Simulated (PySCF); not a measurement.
Cartesian coordinates (Å):
SMILES: c1ccncc1
```xyz
11

C     -0.1376     1.1951     0.0537
C      1.1438     0.6224     0.0097
C      1.2483    -0.7794    -0.0529
N      0.1879    -1.6063    -0.0733
C     -1.0338    -1.0456    -0.0306
C     -1.2534     0.3427     0.0331
H     -0.2646     2.2884     0.1032
H      2.0497     1.2484     0.0236
H      2.2439    -1.2594    -0.0885
H     -1.8927    -1.7419    -0.0483
H     -2.2785     0.7435     0.0658
```
Charge 0, spin multiplicity 1.

Q: What HOMO, dipole moment, HOMO–LUMO gap, LUMO and total energy does TPSSh-D3(BJ)/def2-TZVP // BP86-D3(BJ)/def2-SVP run with PySCF 2.14.0 give?

A: 
```
Quantity              Value
-------------  ------------
HOMO               -6.62 eV
dipole moment        2.20 D
HOMO–LUMO gap       5.30 eV
LUMO               -1.33 eV
total energy   -248.4002 Ha
```
